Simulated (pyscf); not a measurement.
Thermochemistry of product channels of F–N•–F (SMILES F[N]F) + F–SiH₂–F (SMILES F[SiH2]F) on the doublet surface, in kcal/mol, from ωB97M-D3(BJ)/def2-TZVP energies (ideal gas, 1 atm, RRHO with modes under 100 cm⁻¹ raised to 100, one conformer, R ln 2 for rigid chiral ones). Optimised with ωB97X-D3(BJ)/def2-SVP in PySCF.

```
products                                                  ΔE  ΔH(298 K)  ΔG(298 K)  ΔG(900 K)
-----------------------------------------------------  -----  ---------  ---------  ---------
F–SiH(F)–F (SMILES F[SiH](F)F) + •HN–F (SMILES [NH]F)  -74.3      -72.7      -72.6      -72.4
HF (SMILES F) + F–N•–SiH(F)–F (SMILES F[N][SiH](F)F)   -39.0      -37.9      -37.3      -37.2
```

These are energies of the channels, which say nothing of barriers. F–N•–SiH(F)–F lies 92.3 kcal/mol over its isomer •HN–Si(F)(F)–F, and others may lie lower still (electronic energy, ωB97M-D3(BJ)).
